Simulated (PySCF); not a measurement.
# 1,1-elimination

Start structure (CH6AlN, singlet), relaxed at PBE0-D4/def2-TZVP:

Al1  (-0.671, -0.178, -0.150)
N2  (-0.065, -1.696, 0.530)
H3  (-2.180, -0.181, -0.645)
C4  (0.497, 1.379, -0.253)
H5  (-0.610, -2.538, 0.621)
H6  (0.865, -1.847, 0.885)
H7  (1.529, 1.152, 0.028)
H8  (0.142, 2.178, 0.407)
H9  (0.511, 1.797, -1.265)
(Å)

The step: CH₆AlN ([CH3][AlH][NH2]) → CH₃Al ([CH3][Al]) + NH₃ (still joined by a long Al–N bond); bonds formed: N2–H3; bonds broken: Al1–H3; bonds weakened to dative contacts: Al1–N2. PySCF 2.14 with density fitting (its default auxiliary sets; JK sets also for MP2 and CCSD(T)); basis: def2-TZVPP and def2-QZVPP; cores frozen in the correlated methods. Extrapolation: Hartree–Fock as exp(−7.88 √X), correlation as X^−2.97. Energies below are by CCSD(T) at an estimated basis limit (MP2 extrapolated from triple and quadruple zeta, plus CCSD(T) − MP2 in triple zeta).

(1) What are the electronic barrier and the energy of the step, from the start structure to the end structure? (To be estimated.)

No T1 diagnostic of these runs exceeds 0.016. The restricted Hartree–Fock reference is unstable towards an unrestricted one at one or more of these structures. A large double-excitation amplitude points to some diradical character; no triplet was computed.

Answers

(1) Computed: Barrier 3.115 eV; step energy 1.581 eV (uphill); reverse barrier, their difference, 1.534 eV. Barrier and step energy count from the start structure, the reverse barrier from the end structure.

The saddle point: One imaginary mode of 1452i cm⁻¹.
```csv
pair,start (Å),saddle (Å),end (Å)
N2–H3,2.86,1.44,1.02
Al1–N2,1.77,1.91,2.24
Al1–H3,1.59,1.71,2.73
```

Zero-point energy (harmonic, PBE0-D4): ZPE is 1.847 eV at the start and 1.786 eV at the saddle, so the barrier goes from 3.115 to 3.054 eV.

Labels in which every atom is bracketed show which atoms are joined, not bond orders.

For scale, one of the runs: CCSD(T)/def2-TZVPP, 188 basis functions, launched by `OMP_NUM_THREADS=4 python run.py`. Hardware: 4 CPU threads of an Arm Neoverse V1, shared host. Wall time 3.6 min; peak host memory 1.7 GiB.
